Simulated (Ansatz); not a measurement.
Reaction (hydrogenolysis of a C–O bond): `CO/C=C(\O)Cl` + H₂ → `C=C(O)Cl` + CH₃OH

Calculated with Ansatz (gas phase, PBE0-D4/def2-TZVP geometries, no zero-point term in ΔE). CBS: MP2 limit from def2 TZ/QZ plus the TZ coupled-cluster correction, frozen cores. This one scheme is used for every species. Functionals use def2-TZVPP. B3LYP here is the variant with VWN-RPA as its local correlation; programs differ in this. One conformer a species, not always the lowest.

```json
{"level": "PBE-D4", "ΔE (kJ/mol)": "-82.3"}
{"level": "PBE0-D4", "ΔE (kJ/mol)": "-91.1"}
{"level": "B3LYP-D4", "ΔE (kJ/mol)": "-87.8"}
{"level": "PBE", "ΔE (kJ/mol)": "-89.1"}
{"level": "r2SCAN", "ΔE (kJ/mol)": "-89.1"}
{"level": "PBE0", "ΔE (kJ/mol)": "-97.1"}
{"level": "CCSD/def2-TZVPP", "ΔE (kJ/mol)": "-101.2"}
{"level": "SCS-MP2/def2-QZVPP", "ΔE (kJ/mol)": "-97.9"}
```

Question: What does CCSD(T)/CBS give? (An estimate is asked.)

Answer: Ansatz gave: -95.5 kJ/mol. The listed levels differ from it by 13.2, 4.4, 7.7, 6.4, 6.4, -1.6, -5.7, -2.4 kJ/mol.

Largest T1 diagnostic among the species: 0.012.

The D4 term adds +10.5 kJ/mol with B3LYP and +5.9 kJ/mol with PBE0; it sums over pairs of atoms, weighted by their polarisabilities, and B3LYP, whose exchange is more repulsive, gets the larger term. In def2-TZVPP, CCSD(T) changes the Hartree–Fock value by +21.8 kJ/mol (the triples alone add +6.4 kJ/mol) and MP2 by +21.3 kJ/mol. From PBE to PBE0 (25 % exact exchange), in def2-TZVPP and without D4, ΔE moves by −8.0 kJ/mol.
